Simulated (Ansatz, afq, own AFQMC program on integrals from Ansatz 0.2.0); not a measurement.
## GeH$_{2}$O, triplet: AFQMC among the cluster methods

```
atom   x (Å)    y (Å)    z (Å)
  Ge  0.0000  -0.0451   0.3362
   O  0.0000   0.1518  -1.4436
   H  0.0000   1.5359   0.5766
   H  0.0000  -0.6985  -1.8920
```

Connectivity, by distances: GeH–OH.

Basis cc-pVTZ. Noble-gas cores (and the filled d shells of Ga–Kr and In–Xe) are frozen. Integrals, coupled cluster, full CI and functionals: Ansatz 0.2.0; the random walks run on the same integrals in our own AFQMC program. ph-AFQMC/CISD is guided by a CISD state made of CCSD amplitudes; releasing the constraint for a short imaginary time cuts its bias at the price of noise, slowly where states lie close. Uncertainties: one standard error, sampling alone. No spin–orbit coupling.

Determinant: UHF, the one that the program's search chose, which needn't be the lowest solution. The geometry is a PBE0/def2-TZVP stationary point of this or a neighbouring charge and spin state.

No full CI on the walks' own integrals is used here. The released AFQMC energy serves as the reference, which it does only where one determinant dominates, the energy is flat over the last release times and near the phaseless one (40 meV or 2 meV an electron, half that with transition metals). On small molecules, where full CI could be run and the noise was under 10 meV, such values lay within 10 meV of it in 19 cases of 20, a flattering rate, since the rule was set on those same cases; what remains of the bias isn't in the error bar.

Cautions: no relativity below Rb; no spin-orbit coupling; inner d shell frozen; another spin lies lower (by 2.15 eV); the released value is read at 1.50 1/Eh (meV from the phaseless value at times in 1/Eh: -6 ± 6 at 0.24, -7 ± 6 at 0.50, -11 ± 5 at 1.00, -2 ± 4 at 1.50).

- T1 diagnostic: 0.0208
- weight of the determinant in the CISD state: 0.884
- ⟨S²⟩ of the determinant: 2.013
- size of the correlated space: 12 electrons in 86 orbitals

| level | correlation energy (eV) |
| --- | --- |
| MP2 | -8.9109 |
| CCSD | -9.3057 |
| CCSD(T) | -9.6565 |

Task: Estimate where phaseless AFQMC with a CISD trial lies against CCSD(T) on the same integrals.

Result: 2.3 ± 0.5 kJ/mol below CCSD(T).

Reference: AFQMC with the constraint released, correlation energy -9.682 ± 0.004 eV.

```tsv
level	E − E(reference) (kJ/mol)	share of correlation (%)
CCSD(T)	2.5 ± 0.4	99.73
ph-AFQMC/CISD	0.2 ± 0.6	99.98
```

A walk keeps the symmetry of its determinant, which the program's search chose and which needn't be the lowest solution, so a lower state of the same spin and another symmetry isn't excluded. Released energies are given only where the last usable release times agree within the noise; a slower fall can still hide under it.
